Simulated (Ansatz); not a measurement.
# SiClO (doublet): the correlation ladder, cc-pVTZ

The task here is to estimate one member of a computed series from the others.

Program: Ansatz 0.2.0, Gaussian basis. Level of theory: cc-pVTZ, core rule «outside noble gas», up to 11 orbitals frozen. These are calculated values, not measurements.

To be run: UHF; CCSD(T) on ROHF; CCSD(T) on UHF; BCCD(T) on ROHF; CCSDT(Q) on ROHF; CCSDT(Q) on UHF.

6 further runs of the same task are left out: 3 for a known fault of the program, 3 set aside as unsound or not needed.

## The system

The geometry is a PBE0/def2-TZVP stationary point (not a proven minimum) of the parent state, kept for this charge and spin.

3 atoms, charge 0, spin multiplicity 2.

Atoms are counted from 1 here; the program's logs count them from 0.

Bond lengths: Cl1–Si2 2.047 Å, Si2–O3 1.723 Å. Angles: Cl1–Si2–O3 117.5°.

Set-up of the first run:

The input, in.yaml:

```yaml
crystal:
  periodic: [false, false, false]
  atoms:
    - {symbol: Cl, position_ang: [0.000000, -0.182593, 1.317915]}
    - {symbol: Si, position_ang: [0.000000, 0.559430, -0.589798]}
    - {symbol: O, position_ang: [0.000000, -0.577421, -1.885025]}
basis:
  gaussian: {orbitals: cc-pVTZ}
magnetization: {spin_polarized: true, initial_magnetization: 1}
hamiltonian: {xc: hf}
output: {orbitals: {seedname: orbitals}}
```

Started as:

```bash
$ ansatz run in.yaml --threads 1 --pin off --events-out ev --progress --plain --max-ram 3968MiB --backend cpu
```

Steps of the session up to this table: UHF; CCSD(T) on ROHF; CCSD(T) on UHF; BCCD(T) on ROHF; CCSDT(Q) on ROHF; CCSDT(Q) on UHF.

One table of the session follows, with a row left open; its other results are not shown here.

```
   method  from RCCSDT(Q) (kJ/mol)
     ROHF                  +1470.1
      UHF                        ?
     RMP2                   +212.5
     UMP2                   +207.1
    RCCSD                    +87.3
    UCCSD                    +86.6
 RCCSD(T)                    +18.7
 UCCSD(T)                    +19.2
  BCCD(T)                    +13.1
   RCCSDT                     +9.7
   UCCSDT                     +9.6
RCCSDT(Q)                        0
UCCSDT(Q)                     -0.1
```

Estimate the missing values for UHF.

The run gave: from RCCSDT(Q) (kJ/mol): +1452.2. In the column «from RCCSDT(Q) (kJ/mol)» it lies between RMP2 (+212.5) and ROHF (+1470.1).

Caveats from the session: Warnings: spin contamination; coupled cluster took another determinant than the lowest; large T1 diagnostic. Restricted and unrestricted rows rest on different reference determinants; where their highest levels disagree by more than a few hundredths of an eV, they describe different states and don't form one ladder.
